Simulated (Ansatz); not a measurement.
Worked example: basis-set limit for doublet BN−

BN−: 2 atoms, total charge -1, spin state doublet. As SMILES of the parent species, `B#N`. The shape is that of a PBE0-D4/def2-TZVP optimisation. That shape belongs to the parent species and isn't relaxed for this state.

```xyz
2

B     0.0000    0.0000   -0.0235
N     0.0000    0.0000    1.2919
```

MP2 energies, 2 core orbitals frozen (Ansatz 0.2.0):

```
      basis  X  functions  Hartree–Fock (Eh)  correlation (Eh)
aug-cc-pVDZ  2         46         -79.055136         -0.217495
aug-cc-pVTZ  3         92         -79.068474         -0.259962
```

The correlation energy converges as X⁻³, the Hartree–Fock energy about exponentially.

Task: Estimate the basis-set limit from the two largest sets.

Result: 
1. Correlation: E(∞) = (3³ E(3) − 2³ E(2))/(3³ − 2³) = (27 × (-0.259962) − 8 × (-0.217495))/19 = -0.277843 Eh.
2. Hartree–Fock: take the larger basis, -79.068474 Eh; it moved by -13.34 mEh in the last step.
3. Total: -79.068474 + (-0.277843) = -79.346317 Eh.
4. aug-cc-pVTZ holds 93.6 % of the extrapolated correlation energy, aug-cc-pVDZ 78.3 %.

This is an estimate of the method's limit, not an exact energy. Double-zeta sets lie outside the range where X⁻³ holds well, so a D–T extrapolation is rough.
